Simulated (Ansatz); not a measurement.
Rutile CrO2 was calculated with PBEsol (Ansatz, a program for electronic structure, PAW).

Numerical settings: plane-wave cutoff 520 eV, 12×12×18 k mesh (along the axes of the cell as run), Fermi–Dirac smearing 0.05 eV, spin-polarised with parallel moments, scalar-relativistic PAW data made under PBE.

Cell (measured lattice):

```xyz
6
Lattice="4.4190 0.0000 0.0000 0.0000 4.4190 0.0000 0.0000 0.0000 2.9154" Properties=species:S:1:pos:R:3 pbc="T T T"
Cr     0.0000     0.0000     0.0000
Cr     2.2095     2.2095     1.4577
O      1.3432     1.3432     0.0000
O      3.5527     0.8663     1.4577
O      0.8663     3.5527     1.4577
O      3.0758     3.0758     0.0000
```
Starting moments (μB, in the order of the record's atoms Cr Cr O O O O): 2.5 2.5 0.0 0.0 0.0 0.0.

Question: Give the computed magnetic moment (largest site, within a sphere).

Answer: 
- magnetic moment (largest site, within a sphere): 1.72 μB

The run finds no gap.

Note: cell and atoms aren't relaxed at this level (pressure -5.5 GPa).

Moments are spin moments.

Computed values are for the static lattice.
